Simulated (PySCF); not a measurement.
Rows and methods have been separated. Pair them.

Compound: cyclopropylmethylamine, C4H9N.
SMILES: `NCC1CC1`

The closed-shell ground state was solved 7 times with PySCF (density fitting, gas phase), always in the pcSseg-1 basis (130 functions), with these functionals: B97-2, BLYP, BP86, CAM-B3LYP, HF, LC-wPBE and wB97X-D. One conformer (not necessarily the lowest) at the PBE0-D3(BJ)/def2-SVP geometry, without solvent, vibrations or thermal averaging.

```
row  total energy (Eh)  HOMO (eV)  LUMO (eV)  dipole (D)
  P          -212.4615      -8.69       3.39        1.26
  Q          -212.5299      -5.31       0.78        1.19
  R          -211.0829     -10.52       4.45        1.30
  S          -212.4073      -9.60       3.77        1.30
  T          -212.4155      -5.08       0.66        1.16
  U          -212.4116      -8.18       2.38        1.24
  V          -212.4574      -6.48       1.56        1.22
```

Question: Which functional belongs to which row?

Answer: P = wB97X-D, Q = BP86, R = HF, S = LC-wPBE, T = BLYP, U = CAM-B3LYP, V = B97-2. By rising HOMO–LUMO gap: BLYP (GGA) 5.74 eV; BP86 (GGA) 6.09 eV; B97-2 (global hybrid, 21 % exact exchange) 8.04 eV; CAM-B3LYP (range-separated hybrid) 10.56 eV; wB97X-D (range-separated hybrid) 12.08 eV; LC-wPBE (range-separated hybrid) 13.37 eV; HF (all exact exchange) 14.97 eV. Total energies of different functionals aren't bounds to one another; each is stationary for its own functional.

Conformer computed: `[NH2:1][CH2:2][CH:3]1[CH2:4][CH2:5]1`: N1–C2–C3–C4 157°, H–N1–C2–C3 -62°, H–N1–C2–C3 180°.

wB97X-D is run here without its empirical dispersion term; that term would change no orbital, density or response property at a fixed geometry.
